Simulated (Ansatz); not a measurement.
# SiH₃F: geometry and frequencies at several levels

Wanted for SiH₃F: geometry and frequencies at several levels.

Program: Ansatz 0.2.0. Level of theory: the levels named in each step. These are calculated values, not measurements.

## 1. Starting point

Bond lengths: F1–Si2 1.606 Å, Si2–H3 1.454 Å, Si2–H4 1.454 Å, Si2–H5 1.454 Å. Angles: F1–Si2–H3 105.1°, F1–Si2–H4 105.1°, F1–Si2–H5 105.1°, H3–Si2–H4 113.5°, H3–Si2–H5 113.5°, H4–Si2–H5 113.5°.

Structure file:

```xyz
5

F     1.0081   -0.0206   -0.1537
Si   -0.5792    0.0118    0.0883
H    -0.9637    1.4007   -0.1062
H    -0.7641   -0.4542    1.4532
H    -1.1334   -0.8876   -0.9107
```

## 2. A rough first relaxation, PBE-D4/def2-SVP

This run stands in another session on the same molecule. It ended at:

```xyz
5

F     1.0954   -0.0224   -0.1670
Si   -0.5244    0.0108    0.0799
H    -1.0113    1.4190   -0.1021
H    -0.8091   -0.4592    1.4768
H    -1.1830   -0.8980   -0.9168
```

## 3. Relaxation, PBE0-D4/def2-TZVPP

This run stands in another session on the same molecule. It ended at:

```xyz
5

F     1.0553   -0.0216   -0.1609
Si   -0.5258    0.0108    0.0802
H    -0.9973    1.4034   -0.1015
H    -0.7973   -0.4542    1.4602
H    -1.1672   -0.8883   -0.9072
```

## 4. Frequencies, PBE0-D4/def2-TZVPP

input.yaml

```yaml
crystal:
  periodic: [false, false, false]
  atoms:
    - { symbol: F, position_ang: [1.055324, -0.02162718, -0.16090954] }
    - { symbol: Si, position_ang: [-0.52584071, 0.01082416, 0.08017249] }
    - { symbol: H, position_ang: [-0.99729474, 1.40339667, -0.10147361] }
    - { symbol: H, position_ang: [-0.79730538, -0.45424617, 1.46022286] }
    - { symbol: H, position_ang: [-1.16717317, -0.88826749, -0.90717219] }
basis:
  gaussian: { orbitals: def2-TZVPP }
hamiltonian:
  xc: pbe0
  dispersion: d4
phonons: {}
```

The run is started by

```console
> ansatz run input.yaml --threads 2 --pin off --max-ram 5120MiB --backend cpu --events-out ev --progress --plain --runs-dir out
```

The log of the run, shortened:

```text
Warning: RAYON_NUM_THREADS=2 ignored (pool sized by the plan → 2); use --threads N
[...]
Functional definition: PBE0
[...]
624 factors; their error is unknown
[...]
mean field -10640.16339857 eV, -391.0187927355 hartree, gradient 1.1e-5 eV, S^2 0.000000; 0 other end points of the search recorded, 0 dependent functions left out
[...]
reference -10640.16342236 eV, -391.0187936099 hartree; 13, 13 occupied and 102, 102 virtual orbitals, 624 factors
[...]
624 factors; their error is unknown
[...]
mean field -10640.16339032 eV, -391.0187924326 hartree, gradient 9.9e-7 eV, S^2 0.000000; 0 other end points of the search recorded, 0 dependent functions left out
[...]
reference -10640.16341412 eV, -391.0187933069 hartree; 13, 13 occupied and 102, 102 virtual orbitals, 624 factors
[...]
624 factors; their error is unknown
mean field -10640.16338899 eV, -391.0187923837 hartree, gradient 9.1e-7 eV, S^2 0.000000; 0 other end points of the search recorded, 0 dependent functions left out
[...]
reference -10640.16341279 eV, -391.0187932581 hartree; 13, 13 occupied and 102, 102 virtual orbitals, 624 factors
[...]
624 factors; their error is unknown
[...]
mean field -10640.16334687 eV, -391.0187908357 hartree, gradient 1.2e-6 eV, S^2 0.000000; 0 other end points of the search recorded, 0 dependent functions left out
[...]
reference -10640.16337067 eV, -391.0187917102 hartree; 13, 13 occupied and 102, 102 virtual orbitals, 624 factors
[...]
624 factors; their error is unknown
mean field -10640.16334060 eV, -391.0187906053 hartree, gradient 2.4e-6 eV, S^2 0.000000; 0 other end points of the search recorded, 0 dependent functions left out
[...]
reference -10640.16336439 eV, -391.0187914797 hartree; 13, 13 occupied and 102, 102 virtual orbitals, 624 factors
[...]
624 factors; their error is unknown
mean field -10640.16339181 eV, -391.0187924873 hartree, gradient 1.3e-6 eV, S^2 0.000000; 0 other end points of the search recorded, 0 dependent functions left out
[...]
reference -10640.16341560 eV, -391.0187933617 hartree; 13, 13 occupied and 102, 102 virtual orbitals, 624 factors
[...]
624 factors; their error is unknown
[...]
mean field -10640.16339013 eV, -391.0187924257 hartree, gradient 1.7e-6 eV, S^2 0.000000; 0 other end points of the search recorded, 0 dependent functions left out
[...]
reference -10640.16341393 eV, -391.0187933000 hartree; 13, 13 occupied and 102, 102 virtual orbitals, 624 factors
Total energy: -10640.20186806 eV, -391.0202064635 hartree
Atom 0 at     1.055324    -0.021627    -0.160910 Å, force    -0.000019     0.000002    -0.000001 eV/Å
Atom 1 at    -0.525841     0.010824     0.080172 Å, force     0.000020    -0.000002     0.000002 eV/Å
Atom 2 at    -0.997295     1.403397    -0.101474 Å, force     0.000000     0.000115    -0.000021 eV/Å
Atom 3 at    -0.797305    -0.454246     1.460223 Å, force     0.000013    -0.000039     0.000108 eV/Å
Atom 4 at    -1.167173    -0.888267    -0.907172 Å, force    -0.000014    -0.000076    -0.000088 eV/Å
Dipole moment:    -0.261620     0.005370     0.039889 e Å
Vibrations: 719.29 719.30 878.86 953.81 953.82 982.97 2245.71 2253.41 2253.43 cm⁻¹, zero-point energy 0.741463 eV
```

Wall time 15 s (2 threads of Intel Xeon Platinum 8259CL at 2.50GHz (Skylake/Cascade Lake), shared host); peak memory 0.18 GiB.

Harmonic frequencies (cm⁻¹; negative: imaginary): 719, 719, 879, 954, 954, 983, 2246, 2253, 2253.

## 5. Relaxation, PBE-D4/def2-TZVPP

Changes to input.yaml since step 4:

```diff
@@ -11,4 +11,6 @@
 hamiltonian:
-  xc: pbe0
+  xc: pbe
   dispersion: d4
-phonons: {}
+relax:
+  f_tol: 0.002
+  max_steps: 150
```

The run is started by

```console
> ansatz run input.yaml --threads 2 --pin off --max-ram 5120MiB --backend cpu --events-out ev --progress --plain --runs-dir out
```

The log of the run, shortened:

```text
Warning: RAYON_NUM_THREADS=2 ignored (pool sized by the plan → 2); use --threads N
[...]
Functional definition: PBE
[...]
621 factors; their error is unknown
[...]
mean field -10639.26698870 eV, -390.9858502806 hartree, gradient 1.7e-5 eV, S^2 0.000000; 0 other end points of the search recorded, 0 dependent functions left out
[...]
reference -10639.26702024 eV, -390.9858514398 hartree; 13, 13 occupied and 102, 102 virtual orbitals, 621 factors
relax step   1: F+E_penalty+E_count = -10639.31393112 eV  Δ(F+E_penalty+E_count) = +0.000e0 eV  max|allowed force component| = 6.162e-1 eV/Å  Δτ_max = 0.0000 Å  (24 SCF iters, accepted)
[...]
relax step   4: F+E_penalty+E_count = -10639.32234480 eV  Δ(F+E_penalty+E_count) = -4.899e-5 eV  max|allowed force component| = 4.880e-3 eV/Å  Δτ_max = 0.0014 Å  (18 SCF iters, accepted)
[...]
relax step   5: F+E_penalty+E_count = -10639.32234540 eV  Δ(F+E_penalty+E_count) = -5.948e-7 eV  max|allowed force component| = 5.921e-5 eV/Å  Δτ_max = 0.0002 Å  (16 SCF iters, accepted)
621 factors; their error is unknown
mean field -10639.27541391 eV, -390.9861599015 hartree, gradient 2.9e-5 eV, S^2 0.000000; 1 other end points of the search recorded, 0 dependent functions left out
[...]
reference -10639.27544554 eV, -390.9861610637 hartree; 13, 13 occupied and 102, 102 virtual orbitals, 621 factors
Total energy: -10639.32237703 eV, -390.9878857640 hartree
Atom 0 at     1.072081    -0.021971    -0.163465 Å, force    -0.000059     0.000001     0.000009 eV/Å
Atom 1 at    -0.527772     0.010864     0.080467 Å, force    -0.000017     0.000000     0.000003 eV/Å
Atom 2 at    -1.002303     1.412603    -0.102379 Å, force     0.000026    -0.000055     0.000006 eV/Å
Atom 3 at    -0.800997    -0.457268     1.469597 Å, force     0.000018     0.000018    -0.000055 eV/Å
Atom 4 at    -1.173299    -0.894147    -0.913381 Å, force     0.000033     0.000036     0.000038 eV/Å
Dipole moment:    -0.256618     0.005267     0.039125 e Å
```

Wall time 5 s (2 threads of Intel Xeon Platinum 8259CL at 2.50GHz (Skylake/Cascade Lake), shared host); peak memory 0.17 GiB.

Relaxation path:

| step | E - E(step 1) (eV) | largest force component (eV/Å) |
| --- | --- | --- |
| 1 | 0.0000 | 0.6162 |
| 2 | -0.0061 | 0.3603 |
| 3 | -0.0084 | 0.0595 |
| 4 | -0.0084 | 0.0049 |
| 5 | -0.0084 | 0.0001 |

Step 1 is the start.

Before: Bond lengths: F1–Si2 1.600 Å, Si2–H3 1.481 Å, Si2–H4 1.481 Å, Si2–H5 1.481 Å. Angles: F1–Si2–H3 108.4°, F1–Si2–H4 108.4°, F1–Si2–H5 108.4°, H3–Si2–H4 110.6°, H3–Si2–H5 110.6°, H4–Si2–H5 110.6°.

After: Bond lengths: F1–Si2 1.619 Å, Si2–H3 1.491 Å, Si2–H4 1.491 Å, Si2–H5 1.491 Å. Angles: F1–Si2–H3 108.4°, F1–Si2–H4 108.4°, F1–Si2–H5 108.4°, H3–Si2–H4 110.6°, H3–Si2–H5 110.6°, H4–Si2–H5 110.6°.

## 6. Frequencies, PBE-D4/def2-TZVPP

input.yaml

```yaml
crystal:
  periodic: [false, false, false]
  atoms:
    - { symbol: F, position_ang: [1.07208097, -0.02197105, -0.16346458] }
    - { symbol: Si, position_ang: [-0.52777227, 0.01086386, 0.08046687] }
    - { symbol: H, position_ang: [-1.0023025, 1.41260292, -0.10237866] }
    - { symbol: H, position_ang: [-0.80099693, -0.45726846, 1.46959748] }
    - { symbol: H, position_ang: [-1.17329927, -0.89414728, -0.91338111] }
basis:
  gaussian: { orbitals: def2-TZVPP }
hamiltonian:
  xc: pbe
  dispersion: d4
phonons: {}
```

The run is started by

```console
> ansatz run input.yaml --threads 2 --pin off --max-ram 5120MiB --backend cpu --events-out ev --progress --plain --runs-dir out
```

The log of the run, shortened:

```text
Warning: RAYON_NUM_THREADS=2 ignored (pool sized by the plan → 2); use --threads N
[...]
Functional definition: PBE
[...]
621 factors; their error is unknown
[...]
mean field -10639.27541391 eV, -390.9861599015 hartree, gradient 1.7e-5 eV, S^2 0.000000; 0 other end points of the search recorded, 0 dependent functions left out
[...]
reference -10639.27544554 eV, -390.9861610637 hartree; 13, 13 occupied and 102, 102 virtual orbitals, 621 factors
[...]
621 factors; their error is unknown
[...]
mean field -10639.27540673 eV, -390.9861596373 hartree, gradient 1.1e-6 eV, S^2 0.000000; 0 other end points of the search recorded, 0 dependent functions left out
[...]
reference -10639.27543835 eV, -390.9861607996 hartree; 13, 13 occupied and 102, 102 virtual orbitals, 621 factors
[...]
621 factors; their error is unknown
[...]
621 factors; their error is unknown
[...]
mean field -10639.27540594 eV, -390.9861596083 hartree, gradient 1.8e-6 eV, S^2 0.000000; 0 other end points of the search recorded, 0 dependent functions left out
[...]
reference -10639.27543756 eV, -390.9861607705 hartree; 13, 13 occupied and 102, 102 virtual orbitals, 621 factors
Total energy: -10639.32237703 eV, -390.9878857640 hartree
Atom 0 at     1.072081    -0.021971    -0.163465 Å, force    -0.000059     0.000001     0.000009 eV/Å
Atom 1 at    -0.527772     0.010864     0.080467 Å, force    -0.000018    -0.000000     0.000004 eV/Å
Atom 2 at    -1.002303     1.412603    -0.102379 Å, force     0.000026    -0.000055     0.000006 eV/Å
Atom 3 at    -0.800997    -0.457268     1.469597 Å, force     0.000018     0.000018    -0.000056 eV/Å
Atom 4 at    -1.173299    -0.894147    -0.913381 Å, force     0.000032     0.000035     0.000037 eV/Å
Dipole moment:    -0.256618     0.005267     0.039125 e Å
Vibrations: 693.71 693.73 837.95 920.43 920.43 950.49 2177.17 2189.69 2189.70 cm⁻¹, zero-point energy 0.717453 eV
```

Run time: 11 s. Hardware: 2 threads of Intel Xeon Platinum 8259CL at 2.50GHz (Skylake/Cascade Lake), shared host; peak memory 0.13 GiB.

Harmonic frequencies (cm⁻¹; negative: imaginary): 694, 694, 838, 920, 920, 950, 2177, 2190, 2190.

## 7. Relaxation, r2SCAN-D4/def2-TZVPP

input.yaml

```yaml
crystal:
  periodic: [false, false, false]
  atoms:
    - { symbol: F, position_ang: [1.055324, -0.02162718, -0.16090954] }
    - { symbol: Si, position_ang: [-0.52584071, 0.01082416, 0.08017249] }
    - { symbol: H, position_ang: [-0.99729474, 1.40339667, -0.10147361] }
    - { symbol: H, position_ang: [-0.79730538, -0.45424617, 1.46022286] }
    - { symbol: H, position_ang: [-1.16717317, -0.88826749, -0.90717219] }
basis:
  gaussian: { orbitals: def2-TZVPP }
hamiltonian:
  xc: r2scan
  dispersion: d4
relax:
  f_tol: 0.002
  max_steps: 150
```

The run is started by

```console
> ansatz run input.yaml --threads 2 --pin off --max-ram 5120MiB --backend cpu --events-out ev --progress --plain --runs-dir out
```

The log of the run, shortened:

```text
Warning: RAYON_NUM_THREADS=2 ignored (pool sized by the plan → 2); use --threads N
[...]
Functional definition: r2SCAN
[...]
621 factors; their error is unknown
[...]
mean field -10644.31852738 eV, -391.1714909031 hartree, gradient 1.3e-5 eV, S^2 0.000000; 0 other end points of the search recorded, 0 dependent functions left out
[...]
reference -10644.31853707 eV, -391.1714912592 hartree; 13, 13 occupied and 102, 102 virtual orbitals, 621 factors
relax step   1: F+E_penalty+E_count = -10644.32904586 eV  Δ(F+E_penalty+E_count) = +0.000e0 eV  max|allowed force component| = 3.516e-2 eV/Å  Δτ_max = 0.0000 Å  (26 SCF iters, accepted)
[...]
relax step   3: F+E_penalty+E_count = -10644.32913629 eV  Δ(F+E_penalty+E_count) = -7.180e-6 eV  max|allowed force component| = 6.188e-3 eV/Å  Δτ_max = 0.0004 Å  (20 SCF iters, accepted)
[...]
relax step   4: F+E_penalty+E_count = -10644.32913682 eV  Δ(F+E_penalty+E_count) = -5.262e-7 eV  max|allowed force component| = 7.370e-4 eV/Å  Δτ_max = 0.0001 Å  (17 SCF iters, accepted)
621 factors; their error is unknown
mean field -10644.31862032 eV, -391.1714943186 hartree, gradient 2.7e-5 eV, S^2 0.000000; 1 other end points of the search recorded, 0 dependent functions left out
[...]
reference -10644.31863001 eV, -391.1714946746 hartree; 13, 13 occupied and 102, 102 virtual orbitals, 621 factors
Total energy: -10644.32914651 eV, -391.1718811487 hartree
Atom 0 at     1.056686    -0.021653    -0.161122 Å, force     0.000475    -0.000010    -0.000072 eV/Å
Atom 1 at    -0.525248     0.010812     0.080083 Å, force    -0.000737     0.000015     0.000112 eV/Å
Atom 2 at    -0.997929     1.401445    -0.101014 Å, force     0.000086     0.000111    -0.000033 eV/Å
Atom 3 at    -0.798232    -0.453559     1.458463 Å, force     0.000103    -0.000040     0.000093 eV/Å
Atom 4 at    -1.167567    -0.886965    -0.905569 Å, force     0.000073    -0.000076    -0.000099 eV/Å
Dipole moment:    -0.247237     0.005074     0.037697 e Å
```

Wall time 6.5 s (2 threads of Intel Xeon Platinum 8259CL at 2.50GHz (Skylake/Cascade Lake), shared host); peak memory 0.18 GiB.

Relaxation path:

```
step  energy from step 1 (eV)  largest force component (eV/Å)
   1                   0.0000                          0.0352
   2                  -0.0001                          0.0204
   3                  -0.0001                          0.0062
   4                  -0.0001                          0.0007
```

Step 1 is the start.

Before: Bond lengths: F1–Si2 1.600 Å, Si2–H3 1.481 Å, Si2–H4 1.481 Å, Si2–H5 1.481 Å. Angles: F1–Si2–H3 108.4°, F1–Si2–H4 108.4°, F1–Si2–H5 108.4°, H3–Si2–H4 110.6°, H3–Si2–H5 110.6°, H4–Si2–H5 110.6°.

After: Bond lengths: F1–Si2 1.601 Å, Si2–H3 1.480 Å, Si2–H4 1.480 Å, Si2–H5 1.480 Å. Angles: F1–Si2–H3 108.4°, F1–Si2–H4 108.4°, F1–Si2–H5 108.4°, H3–Si2–H4 110.5°, H3–Si2–H5 110.5°, H4–Si2–H5 110.5°.

## 8. Frequencies, r2SCAN-D4/def2-TZVPP

input.yaml

```yaml
crystal:
  periodic: [false, false, false]
  atoms:
    - { symbol: F, position_ang: [1.05668628, -0.02165337, -0.16112228] }
    - { symbol: Si, position_ang: [-0.5252484, 0.01081171, 0.080083] }
    - { symbol: H, position_ang: [-0.99792944, 1.40144499, -0.10101444] }
    - { symbol: H, position_ang: [-0.79823181, -0.45355861, 1.45846257] }
    - { symbol: H, position_ang: [-1.16756663, -0.88696473, -0.90556884] }
basis:
  gaussian: { orbitals: def2-TZVPP }
hamiltonian:
  xc: r2scan
  dispersion: d4
phonons: {}
```

The run is started by

```console
> ansatz run input.yaml --threads 2 --pin off --max-ram 5120MiB --backend cpu --events-out ev --progress --plain --runs-dir out
```

The log of the run, shortened:

```text
Warning: RAYON_NUM_THREADS=2 ignored (pool sized by the plan → 2); use --threads N
[...]
Functional definition: r2SCAN
[...]
621 factors; their error is unknown
[...]
mean field -10644.31862032 eV, -391.1714943186 hartree, gradient 1.3e-5 eV, S^2 0.000000; 0 other end points of the search recorded, 0 dependent functions left out
[...]
reference -10644.31863001 eV, -391.1714946746 hartree; 13, 13 occupied and 102, 102 virtual orbitals, 621 factors
[...]
621 factors; their error is unknown
mean field -10644.31861161 eV, -391.1714939985 hartree, gradient 1.8e-6 eV, S^2 0.000000; 0 other end points of the search recorded, 0 dependent functions left out
[...]
reference -10644.31862130 eV, -391.1714943545 hartree; 13, 13 occupied and 102, 102 virtual orbitals, 621 factors
[...]
621 factors; their error is unknown
[...]
621 factors; their error is unknown
[...]
mean field -10644.31861213 eV, -391.1714940175 hartree, gradient 1.1e-6 eV, S^2 0.000000; 0 other end points of the search recorded, 0 dependent functions left out
[...]
reference -10644.31862182 eV, -391.1714943736 hartree; 13, 13 occupied and 102, 102 virtual orbitals, 621 factors
Total energy: -10644.32914651 eV, -391.1718811487 hartree
Atom 0 at     1.056686    -0.021653    -0.161122 Å, force     0.000476    -0.000010    -0.000072 eV/Å
Atom 1 at    -0.525248     0.010812     0.080083 Å, force    -0.000738     0.000015     0.000112 eV/Å
Atom 2 at    -0.997929     1.401445    -0.101014 Å, force     0.000087     0.000111    -0.000033 eV/Å
Atom 3 at    -0.798232    -0.453559     1.458463 Å, force     0.000103    -0.000040     0.000093 eV/Å
Atom 4 at    -1.167567    -0.886965    -0.905569 Å, force     0.000073    -0.000076    -0.000099 eV/Å
Dipole moment:    -0.247237     0.005074     0.037697 e Å
Vibrations: 724.03 724.06 877.00 958.54 958.57 989.27 2241.86 2250.34 2250.52 cm⁻¹, zero-point energy 0.742306 eV
```

It took 16 s on 2 threads of Intel Xeon Platinum 8259CL at 2.50GHz (Skylake/Cascade Lake), shared host; peak memory 0.14 GiB.

Harmonic frequencies (cm⁻¹; negative: imaginary): 724, 724, 877, 959, 959, 989, 2242, 2250, 2251.

## 9. Relaxation, B3LYP-D4/def2-TZVPP

input.yaml

```yaml
crystal:
  periodic: [false, false, false]
  atoms:
    - { symbol: F, position_ang: [1.055324, -0.02162718, -0.16090954] }
    - { symbol: Si, position_ang: [-0.52584071, 0.01082416, 0.08017249] }
    - { symbol: H, position_ang: [-0.99729474, 1.40339667, -0.10147361] }
    - { symbol: H, position_ang: [-0.79730538, -0.45424617, 1.46022286] }
    - { symbol: H, position_ang: [-1.16717317, -0.88826749, -0.90717219] }
basis:
  gaussian: { orbitals: def2-TZVPP }
hamiltonian:
  xc: { name: B3LYP }
  dispersion: d4
relax:
  f_tol: 0.002
  max_steps: 150
```

The run is started by

```console
> ansatz run input.yaml --threads 2 --pin off --max-ram 5120MiB --backend cpu --events-out ev --progress --plain --runs-dir out
```

The log of the run, shortened:

```text
Warning: RAYON_NUM_THREADS=2 ignored (pool sized by the plan → 2); use --threads N
[...]
Functional definition: B3LYP
[...]
624 factors; their error is unknown
[...]
mean field -10647.01150170 eV, -391.2704558837 hartree, gradient 7.7e-5 eV, S^2 0.000000; 0 other end points of the search recorded, 0 dependent functions left out
[...]
reference -10647.01169965 eV, -391.2704631584 hartree; 13, 13 occupied and 102, 102 virtual orbitals, 624 factors
relax step   1: F+E_penalty+E_count = -10647.08785674 eV  Δ(F+E_penalty+E_count) = +0.000e0 eV  max|allowed force component| = 2.690e-1 eV/Å  Δτ_max = 0.0000 Å  (24 SCF iters, accepted)
[...]
relax step   3: F+E_penalty+E_count = -10647.08906754 eV  Δ(F+E_penalty+E_count) = -2.952e-4 eV  max|allowed force component| = 1.104e-2 eV/Å  Δτ_max = 0.0021 Å  (27 SCF iters, accepted)
[...]
relax step   4: F+E_penalty+E_count = -10647.08907033 eV  Δ(F+E_penalty+E_count) = -2.785e-6 eV  max|allowed force component| = 4.831e-4 eV/Å  Δτ_max = 0.0004 Å  (18 SCF iters, accepted)
624 factors; their error is unknown
mean field -10647.01277520 eV, -391.2705026841 hartree, gradient 2.0e-5 eV, S^2 0.000000; 1 other end points of the search recorded, 0 dependent functions left out
[...]
reference -10647.01297314 eV, -391.2705099584 hartree; 13, 13 occupied and 102, 102 virtual orbitals, 624 factors
Total energy: -10647.08926827 eV, -391.2733137527 hartree
Atom 0 at     1.058598    -0.021693    -0.161412 Å, force     0.000242    -0.000005    -0.000037 eV/Å
Atom 1 at    -0.528696     0.010883     0.080608 Å, force    -0.000483     0.000010     0.000073 eV/Å
Atom 2 at    -0.997403     1.399303    -0.100704 Å, force     0.000078     0.000339    -0.000074 eV/Å
Atom 3 at    -0.798011    -0.452838     1.456365 Å, force     0.000127    -0.000119     0.000311 eV/Å
Atom 4 at    -1.166778    -0.885575    -0.904017 Å, force     0.000036    -0.000225    -0.000273 eV/Å
Dipole moment:    -0.269503     0.005532     0.041090 e Å
```

Run time: 5.5 s. Hardware: 2 threads of Intel Xeon Platinum 8259CL at 2.50GHz (Skylake/Cascade Lake), shared host; peak memory 0.18 GiB.

Relaxation path:

| step | E - E(step 1) (eV) | largest force component (eV/Å) |
| --- | --- | --- |
| 1 | 0.0000 | 0.2690 |
| 2 | -0.0009 | 0.1503 |
| 3 | -0.0012 | 0.0110 |
| 4 | -0.0012 | 0.0005 |

Step 1 is the start.

Before: Bond lengths: F1–Si2 1.600 Å, Si2–H3 1.481 Å, Si2–H4 1.481 Å, Si2–H5 1.481 Å. Angles: F1–Si2–H3 108.4°, F1–Si2–H4 108.4°, F1–Si2–H5 108.4°, H3–Si2–H4 110.6°, H3–Si2–H5 110.6°, H4–Si2–H5 110.6°.

After: Bond lengths: F1–Si2 1.606 Å, Si2–H3 1.477 Å, Si2–H4 1.477 Å, Si2–H5 1.477 Å. Angles: F1–Si2–H3 108.3°, F1–Si2–H4 108.3°, F1–Si2–H5 108.3°, H3–Si2–H4 110.6°, H3–Si2–H5 110.6°, H4–Si2–H5 110.6°.

(Part 1 of 2 ends here.)
